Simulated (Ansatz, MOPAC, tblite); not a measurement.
# Band gap of zinc-blende InSb: levels of theory against measurement

Reference value: 0.26 eV (measured, zero-point shift of 0.02 eV (the table's estimate, ZP (est)) added back here, E0, Γ; inputs from arXiv:2302.06325).

```
level (code)                                value (eV)  cell (Å³/atom)
---------------------------------------  -------------  --------------
AM1 semi-empirical Hartree-Fock (MOPAC)          15.43           14.20
GFN2-xTB (tblite)                                 0.00           39.07
IPEA1-xTB (tblite)                                0.00           34.53
PM6 semi-empirical Hartree-Fock (MOPAC)           6.50           33.57
LDA+SOC (Ansatz)                                  0.00           34.00
PBE+SOC (Ansatz)                                  0.00           34.00
PBEsol+SOC (Ansatz)                               0.00           34.00
r²SCAN+SOC (Ansatz)                      0.01 (direct)           34.00
HSE06+SOC (Ansatz)                                 [?]           34.00
```

Question: What belongs in the gaps?

Answer: 
- HSE06+SOC (Ansatz, an electronic-structure program), value (eV): 0.24 (direct)

Errors against the reference: AM1 semi-empirical Hartree-Fock (MOPAC) +15.17 eV, GFN2-xTB -0.26 eV, IPEA1-xTB -0.26 eV, PM6 semi-empirical Hartree-Fock (MOPAC) +6.24 eV, LDA+SOC -0.26 eV, PBE+SOC -0.26 eV, PBEsol+SOC -0.26 eV, r²SCAN+SOC -0.25 eV, HSE06+SOC -0.02 eV.

Leaving aside AM1 semi-empirical Hartree-Fock (MOPAC) (doubt noted below), GFN2-xTB (doubt noted below), IPEA1-xTB (doubt noted below), PM6 semi-empirical Hartree-Fock (MOPAC) (doubt noted below): Of the ranked levels HSE06+SOC (-0.02 eV) comes nearest. Once the reference is moved by up to 0.10 eV (a margin picked here for doubts on the reference and the settings) and values within 0.03 eV count as equal, the farthest can be PBEsol+SOC (-0.26 eV), PBE+SOC (-0.26 eV), LDA+SOC (-0.26 eV) or r²SCAN+SOC (-0.25 eV). No gap at all, against the measurement: LDA+SOC, PBE+SOC, PBEsol+SOC.

Density-functional gaps are differences of (generalised) Kohn–Sham levels of a static lattice; semilocal ones lie below quasiparticle gaps as a rule. Measured gaps hold zero-point and thermal shifts unless a correction is named. Levels without +SOC have no spin–orbit coupling; where heavier elements are present it shifts gaps, mostly down, and can invert bands. A gap of zero means that the bands touch or overlap; how far they overlap is not shown.  AM1 semi-empirical Hartree-Fock (MOPAC), GFN2-xTB, IPEA1-xTB, PM6 semi-empirical Hartree-Fock (MOPAC): the gap is read on the k mesh or supercell of the run alone and can be too large. AM1 semi-empirical Hartree-Fock (MOPAC): the cell moved over 20 % in volume from its start. AM1 semi-empirical Hartree-Fock (MOPAC), GFN2-xTB, PM6 semi-empirical Hartree-Fock (MOPAC): the method was fitted mainly to molecules. AM1 semi-empirical Hartree-Fock (MOPAC), PM6 semi-empirical Hartree-Fock (MOPAC): gaps of these semi-empirical methods are Hartree–Fock-like level differences, and their formation enthalpies are fitted 298 K values. IPEA1-xTB: this parameter set was refitted to ionisation energies, not structures. Values are at the measured cell; AM1 semi-empirical Hartree-Fock (MOPAC) at the level's own relaxed cell; GFN2-xTB at the level's own equilibrium cell; IPEA1-xTB at the level's own relaxed cell; PM6 semi-empirical Hartree-Fock (MOPAC) at the level's own relaxed cell. Cutoffs and k meshes differ between the levels. Ansatz's density-functional and Hartree–Fock values are scalar-relativistic unless marked +SOC, with PAW data made under PBE.

Differences are worked out from the printed values.
